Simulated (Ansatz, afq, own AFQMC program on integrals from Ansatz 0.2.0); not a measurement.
## SiH, doublet in cc-pVTZ, levels against full CI

```xyz
2

Si    0.0000    0.0000    0.0000
H     0.0000    0.0000    1.8480
```

Basis cc-pVTZ. Only valence electrons are correlated. Integrals, coupled cluster, full CI and functionals: Ansatz 0.2.0; the random walks run on the same integrals in our own AFQMC program. The CISD trial takes its coefficients from CCSD amplitudes. Released means that phaseless walkers are propagated on without the constraint, phases kept. Error bars are statistical, one sigma.

Determinant: UHF, the one that the program's search chose, which needn't be the lowest solution. The geometry is a point of a scan.

Full CI on the same integrals is exact in this basis and with this determinant's frozen core.

* T1 diagnostic: 0.0211
* weight of the determinant in the CISD state: 0.907
* ⟨S²⟩ of the determinant: 0.771
* size of the correlated space: 5 electrons in 43 orbitals

Reference: full CI, correlation energy -3.038 eV. The released energy is read at 2.40 1/Eh (meV from the phaseless value at times in 1/Eh: -1.2 ± 1.7 at 0.24, -2.4 ± 1.9 at 0.51, -5.7 ± 1.5 at 0.99, -7.1 ± 1.0 at 1.62, -7.9 ± 1.4 at 2.40).

| level | E − E(reference) (meV) | share of correlation (%) |
| --- | --- | --- |
| HF | 3037.8 | 0.00 |
| MP2 | 822.5 | 72.92 |
| CCSD | 122.0 | 95.98 |
| CCSD(T) | 28.6 | 99.06 |
| CCSDT | 3.3 | 99.89 |
| CCSDT(Q) | 0.5 | 99.98 |
| CCSDTQ | 0.0 | 100.00 |
| ph-AFQMC/CISD | 10.3 ± 2.5 | 99.66 |
| released AFQMC | 2.4 ± 1.4 | 99.92 |

CCSDT and higher add their correlation energy to the determinant of the CCSD(T) run, since their own runs factorise the integrals more tightly (a shift of under 2 meV). A walk keeps the symmetry of its determinant, which the program's search chose and which needn't be the lowest solution, so a lower state of the same spin and another symmetry isn't excluded. Released energies are given only where the last usable release times agree within the noise; a slower fall can still hide under it.
